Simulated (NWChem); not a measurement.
# CH3 cation

```xyz
4

C      0.0000     0.0000     0.0000
H      0.7807     0.7807     0.0000
H      0.2858    -1.0664     0.0000
H     -1.0664     0.2858     0.0000
```
Atoms are numbered in this order, from 1.

All runs: NWChem. Pople sets run with spherical d functions. All runs use the structure optimised with PBE0/def2-SVP. GIAO values for the isolated, static molecule; σ is the absolute isotropic shielding, δ = σ(reference) − σ with the isolated reference molecule computed at the same levels (13C: tetramethylsilane, 1H: tetramethylsilane).

For level Hartree-Fock/6-31G*:

```
Quantity    Result
----------  ------
δ C1 (ppm)   360.9
δ H2 (ppm)   15.53
```

Task: What are these values for level LDA (Slater exchange, VWN5)/pcSseg-1?

Result: 
| Item | Result |
|---|---|
| δ C1 (ppm) | 477.8 |
| δ H2 (ppm) | 16.92 |
